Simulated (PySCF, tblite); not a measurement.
Parent: `[CH3:1][CH2:2][CH2:3][PH:4][CH3:5]` with C1–C2–C3–P4 -59°, C2–C3–P4–C5 -74°, C4H11P.

Computed geometry: GFN2-xTB, gas phase. One conformer each, not checked by frequencies here.

```csv
coordinate of the parent,value
C1–C2,1.522 Å
C2–C3,1.526 Å
C3–P4,1.868 Å
P4–C5,1.852 Å
C1–C2–C3,111.8°
C2–C3–P4,113.0°
C3–P4–C5,99.1°
```

**Question.** How does the shared frame change in `[CH3:1][CH2:2][CH2:3][PH+:4]([CH3:5])[CH3:6]` (charge +1) with C1–C2–C3–P4 -56°, C2–C3–P4–C5 -52°, [C5H14P]+? Atoms pair as C1 = C1, C2 = C2, C3 = C3, P4 = P4, C5 = C5 (parent first).

**Answer.** 
```
  parent  relative  value in the relative  change
   C1–C2     C1–C2                1.522 Å   0.000
   C2–C3     C2–C3                1.531 Å  +0.005
   C3–P4     C3–P4                1.816 Å  -0.052
   P4–C5     P4–C5                1.803 Å  -0.049
C1–C2–C3  C1–C2–C3                 112.1°    +0.3
C2–C3–P4  C2–C3–P4                 113.9°    +0.9
C3–P4–C5  C3–P4–C5                 112.6°   +13.5
```

Of the parent's bonds, C3–P4 changes most (-0.052 Å). Bonds of the relative outside the shared frame: P4–C6 1.804 Å. Point group C1 → C1.

**Question.** How does the shared frame change in `[CH3:1][CH2:2][CH2:3][P@@H:4]([CH3:5])=[O:6]` with C1–C2–C3–P4 -63°, C2–C3–P4–C5 -169°, C4H11OP? Atoms pair as C1 = C1, C2 = C2, C3 = C3, P4 = P4, C5 = C5 (parent first).

**Answer.** 
```json
{"parent": "C1–C2", "relative": "C1–C2", "value in the relative": "1.521 Å", "change": "-0.001"}
{"parent": "C2–C3", "relative": "C2–C3", "value in the relative": "1.523 Å", "change": "-0.003"}
{"parent": "C3–P4", "relative": "C3–P4", "value in the relative": "1.834 Å", "change": "-0.034"}
{"parent": "P4–C5", "relative": "P4–C5", "value in the relative": "1.827 Å", "change": "-0.025"}
{"parent": "C1–C2–C3", "relative": "C1–C2–C3", "value in the relative": "111.3°", "change": "-0.5"}
{"parent": "C2–C3–P4", "relative": "C2–C3–P4", "value in the relative": "110.1°", "change": "-2.9"}
{"parent": "C3–P4–C5", "relative": "C3–P4–C5", "value in the relative": "105.7°", "change": "+6.6"}
```

Of the parent's bonds, C3–P4 changes most (-0.034 Å). Bonds of the relative outside the shared frame: P4=O6 1.464 Å. Point group C1 → C1.
